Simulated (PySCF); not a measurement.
# Basis set benchmark on one molecule

Molecule: SMILES [C-]#[N+]CCC, C₄H₇N.

Geometry (Å), atoms numbered from 1 in this order:
```xyz
12

C     2.3249    1.0696    1.1246
N     1.6769    0.2095    0.6604
C     0.8532   -0.7912    0.0919
C    -0.3081   -0.2042   -0.7053
C    -1.2535    0.6421    0.1290
H     0.4752   -1.4280    0.9094
H     1.4797   -1.4291   -0.5517
H    -0.8479   -1.0500   -1.1617
H     0.1040    0.3897   -1.5376
H    -0.7290    1.4992    0.5778
H    -2.0759    1.0367   -0.4852
H    -1.6995    0.0557    0.9483
```

Geometry PBE0-D3(BJ)/def2-SVP throughout; GIAO in PySCF 2.14, gas phase, one conformer, non-relativistic; equivalent atoms averaged; functional PBE0.

Reference values (measured; solution, not stated per compound (mostly CDCl3 or CCl4); Pretsch, Buehlmann, Badertscher, Structure Determination of Organic Compounds, 4th ed. (2009)): δ(C3) = 43.4 ppm, δ(C4) = 22.9 ppm, δ(C5) = 11.0 ppm. Computed shifts are taken against TMS, calculated as an isolated molecule at each level.

Question: How do the basis sets STO-3G, 6-31G, pcSseg-0, 6-31G*, def2-SVP, cc-pVDZ, pcSseg-1, 6-311+G(2d,p), aug-cc-pVDZ, def2-TZVP, IGLO-III, cc-pVTZ, pcSseg-2 perform against the reference? Times are CPU seconds on shared hosts with different chips, so compare them loosely.

Answer: 
| basis set | functions | C3 | C4 | C5 | mean abs. error C | core-s |
| --- | --- | --- | --- | --- | --- | --- |
| STO-3G | 32 | 41.3 | 26.0 | 19.0 | 4.4 | 2.2 |
| 6-31G | 59 | 41.6 | 24.2 | 13.0 | 1.7 | 4.1 |
| pcSseg-0 | 59 | 44.0 | 24.8 | 13.9 | 1.8 | 3.8 |
| 6-31G* | 84 | 40.7 | 23.6 | 12.0 | 1.5 | 5.3 |
| def2-SVP | 105 | 39.7 | 23.0 | 11.4 | 1.4 | 6.6 |
| cc-pVDZ | 105 | 42.3 | 26.3 | 12.8 | 2.1 | 7.5 |
| pcSseg-1 | 120 | 42.4 | 26.0 | 12.4 | 1.8 | 15 |
| 6-311+G(2d,p) | 177 | 41.7 | 25.7 | 11.5 | 1.7 | 14 |
| aug-cc-pVDZ | 178 | 40.9 | 26.3 | 11.6 | 2.2 | 15 |
| def2-TZVP | 197 | 42.8 | 26.6 | 12.3 | 1.9 | 17 |
| IGLO-III | 245 | 43.6 | 26.9 | 12.2 | 1.8 | 24 |
| cc-pVTZ | 248 | 42.3 | 26.1 | 12.1 | 1.8 | 25 |
| pcSseg-2 | 278 | 44.1 | 27.2 | 12.6 | 2.2 | 49 |

For 13C the closest is def2-SVP (1.4 ppm, with 6-31G*, 6-311+G(2d,p) practically level) and the furthest STO-3G (4.4 ppm). Where a smaller basis beats a larger one, errors probably cancel; the largest sets show where the functional converges. One molecule is a small sample, and vibrational and solvent effects are absent from the calculation.

A small basis that lands close on one nucleus may do so by chance; judge by the trend and by all nuclei.
